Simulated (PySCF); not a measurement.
Molecule: SMILES Cn1cnnc1, C$_{3}$H$_{5}$N$_{3}$.

Atom-mapped SMILES (the numbers label the heavy atoms): `[CH3:1][n:2]1[cH:3][n:4][n:5][cH:6]1`. Hydrogens are named by the atom that carries them.

Geometry PBE0-D3(BJ)/def2-SVP throughout; GIAO in PySCF, gas phase, one conformer, non-relativistic; equivalent atoms averaged; functional PBE0.

For orientation, 6-31G gives these absolute shieldings σ: C3/C6 62.0, C1 169.3, N4/N5 -80.6, N2 99.7, H(C3)/H(C6) 24.77, H(C1) 28.77 ppm.

A run gave: C3/C6 119.1, C1 198.0, N4/N5 32.5, N2 195.1, H(C3)/H(C6) 25.39, H(C1) 29.47 ppm (absolute shieldings σ).

Question: Which basis set was used in that run?
A. pcSseg-0
B. def2-TZVP
C. pcSseg-1
D. STO-3G

Answer: D. C3/C6 tells them apart best: STO-3G gives 119.1, pcSseg-0 gives 37.3, pcSseg-1 gives 38.4, def2-TZVP gives 41.8 ppm.
